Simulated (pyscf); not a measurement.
Structures and frequencies: ωB97X-D3(BJ)/def2-SVP in PySCF.

### Question
PBE/def2-TZVP puts the barrier of HO–SiH₃ (SMILES O[SiH3]) + F–BH–F (SMILES FBF) -> HO–B(F)–F (SMILES OB(F)F) + SiH₄ (SMILES [SiH4]) (four-centre exchange; singlet surface; O–Si, B–H broken, B–O, H–Si formed) at 42.7 kJ/mol and the reaction energy at -50.6 kJ/mol, from the separated reactants. What do PBE0-D3(BJ)/def2-TZVP, M06-2X/def2-TZVP, ωB97M-D3(BJ)/def2-TZVP give on the same structures?

### Answer
PBE0-D3(BJ): ΔE‡ = 39.3 kJ/mol, ΔE = -52.4 kJ/mol; M06-2X: ΔE‡ = 52.9 kJ/mol, ΔE = -46.7 kJ/mol; ωB97M-D3(BJ): ΔE‡ = 54.5 kJ/mol, ΔE = -47.1 kJ/mol. PBE's barrier lies among them. Its reaction energy lies among theirs. On the reactant side the descent ends in an adduct with a B–O contact, 25.2 kJ/mol under the separated species and 76.8 kJ/mol under the saddle at ωB97X-D3(BJ)/def2-TZVP. What is counted as formed (B–O) is already present as a longer contact in the reactant adduct; forming that adduct is a step of its own. This is the saddle that the search found; another between the same sides may lie lower.
